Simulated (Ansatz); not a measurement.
**Ga (model structure, started from the graphite type, P6₃/mmc, No. 194, 4 atoms in the cell): properties by level of theory**

| level (code) | lattice parameter a (Å) | lattice parameter c (Å) |
|---|---|---|
| PBE (Ansatz) | … | 5.331 |
| PBEsol (Ansatz) | 4.352 | 5.199 |
| PBE-D3(BJ) (Ansatz) | … | 5.235 |

What belongs in the gaps?


- PBE (Ansatz, an electronic-structure program), lattice parameter a (Å): 4.438
- PBE-D3(BJ) (Ansatz), lattice parameter a (Å): 4.380

Ansatz's density-functional and Hartree–Fock values are scalar-relativistic unless marked +SOC, with PAW data made under PBE.

Computed values are for the static lattice.

A model structure was made by putting elements into a prototype or built by hand; it is no filed structure, need not be a known phase, and can be a saddle point held by its symmetry.
